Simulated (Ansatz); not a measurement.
A calculation with Ansatz (development build ahead of 0.2.0).

```yaml
crystal:
  periodic: [false, false, false]
  atoms:
    - { symbol: H, position_ang: [0.0, 0.0, 0.41265] }
    - { symbol: F, position_ang: [0.0, 0.0, -0.41265] }
basis:
  gaussian: { orbitals: STO-3G }
magnetization:
  spin_polarized: true
hamiltonian:
  xc: hf
correlation:
  method: ccsd_t
  frozen_orbitals: { F: 1, H: 0 }
```

The input is written out in the form of the current development build from the run's settings.

Results

- Converged: yes
- Reference energy: -98.54418 hartree
- CCSD correlation energy: -0.01956 hartree
- Triples correction: 0.00000 hartree
- Total energy: -98.56374 hartree
- Spin squared of the determinant: 0.000
